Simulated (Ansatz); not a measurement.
# Worked example: correlation energy of NCS, doublet

Geometry: displaced at random from a stationary point.

```yaml
atoms:
  - { symbol: N, position_ang: [0.0844, 0.0052, -1.3277] }
  - { symbol: C, position_ang: [-0.0805, 0.0136, -0.1415] }
  - { symbol: S, position_ang: [-0.0039, -0.0188, 1.4692] }
```

Basis cc-pVDZ; Ansatz 0.2.0. Only valence electrons are correlated (noble-gas cores frozen), which leaves 15 electrons in 39 orbitals. R marks a restricted (for open shells ROHF) determinant, U an unrestricted one.

Full CI isn't at hand for all of this; UCCSDT(Q) serves as the reference, and is uncertain by about the last step of the cluster series.

Unrestricted rows (U) aren't spin-pure: their determinants' ⟨S²⟩ exceeds S(S+1) by up to 0.23, so they mix in states of higher spin.

Runs differ by some tens of microhartree through their thresholds and, for an open shell, their frozen cores, so steps under 0.03 kcal/mol mean nothing.

| level | total energy (hartree) |
| --- | --- |
| UHF | -489.817171 |
| UMP2 | -490.180257 |
| UCCSD | -490.216225 |
| UCCSD(T) | -490.233561 |
| UCCSDT | -490.234861 |
| UCCSDT(Q) | -490.236947 |

What is the correlation energy at UCCSDT(Q), and what share of it do UMP2 and UCCSDT recover?

E(corr) = -490.236947 − (-489.817171) = -0.419776 hartree = -11.423 eV. UMP2: -0.363086 / -0.419776 = 86.50 %. UCCSDT: -0.417690 / -0.419776 = 99.50 %.

By how many kcal/mol does UCCSD(T) miss UCCSDT(Q) (1 hartree = 627.509 kcal/mol), and which steps make up the rest?

-490.233561 − (-490.236947) = 0.003386 hartree = 2.12 kcal/mol. Steps: UCCSDT − UCCSD(T) = -0.82, UCCSDT(Q) − UCCSDT = -1.31 kcal/mol. Differences between like states or geometries often cancel part of this.
